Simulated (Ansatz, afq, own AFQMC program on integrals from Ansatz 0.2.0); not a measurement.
# Where AFQMC and coupled cluster stand for CoN₂⁺, triplet

```tsv
atom	x (Å)	y (Å)	z (Å)
Co	0.0000	0.0000	1.5127
N	0.0000	0.0000	-0.2103
N	0.0000	0.0000	-1.3023
```

Connectivity, by distances: Co–N–N.

Basis def2-SVP. Noble-gas cores (and the filled d shells of Ga–Kr and In–Xe) are frozen. Integrals, coupled cluster, full CI and functionals: Ansatz 0.2.0; the random walks run on the same integrals in our own AFQMC program. ph-AFQMC/CISD is guided by a CISD state made of CCSD amplitudes; releasing the constraint for a short imaginary time cuts its bias at the price of noise, slowly where states lie close. ± is one standard error of the sampling. The metal's outer-core s and p shells are frozen, which shifts wave-function levels against functionals.

Determinant: UHF, the one that the program's search chose, which needn't be the lowest solution. The geometry is a point of a scan.

No full CI on the walks' own integrals is used here; CCSDT(Q) serves as the reference and is uncertain by about the last step of the cluster series.

Cautions: no relativity below Rb; outer-core shells of the metal frozen; lower spins were not checked; higher spins were not checked; the released energies are still falling, so no released level is given (meV from the phaseless value at times in 1/Eh: 5 ± 27 at 0.24, -34 ± 9 at 0.60, -47 ± 14 at 1.20, -54 ± 14 at 1.80, -97 ± 39 at 2.60), though the last usable value meets CCSDT(Q) within the noise; the ph-AFQMC/CISD walk drifts between its halves (2.0 errors).

* T1 diagnostic: 0.0265
* weight of the determinant in the CISD state: 0.843
* ⟨S²⟩ of the determinant: 2.022
* size of the correlated space: 18 electrons in 48 orbitals

Reference: CCSDT(Q), correlation energy -14.352 eV.

| level | E − E(reference) (mEh) | share of correlation (%) |
| --- | --- | --- |
| HF | 527.43 | 0.00 |
| MP2 | 13.14 | 97.51 |
| CCSD | 23.29 | 95.58 |
| CCSD(T) | 2.76 | 99.48 |
| CCSDT | 2.15 | 99.59 |
| ph-AFQMC/CISD | 1.28 ± 0.22 | 99.76 |

A walk keeps the symmetry of its determinant, which the program's search chose and which needn't be the lowest solution, so a lower state of the same spin and another symmetry isn't excluded.
